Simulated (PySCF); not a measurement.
B3LYP has the VWN-RPA correlation part, as in Gaussian. Delta-SCF ions had no search for a lower state. Excitations are Tamm–Dancoff values on a coarser integration grid. The basis has no diffuse functions, so Rydberg states are missing or too high.

Species: CH4O, SMILES `CO` (charge 0, multiplicity 1).

Problem. Estimate the T1 excitation (TDA), vertical ionisation energy (Delta-SCF), LUMO, HOMO and S1 excitation (TDA) that PySCF with B3LYP-D3(BJ)/def2-TZVP // B3LYP-D3(BJ)/def2-SVP returns for this input.

Solution. 
| Item | Value |
|---|---|
| T1 excitation (TDA) | 6.53 eV |
| vertical ionisation energy (Delta-SCF) | 10.86 eV |
| LUMO | 0.67 eV |
| HOMO | -7.65 eV |
| S1 excitation (TDA) | 6.93 eV |
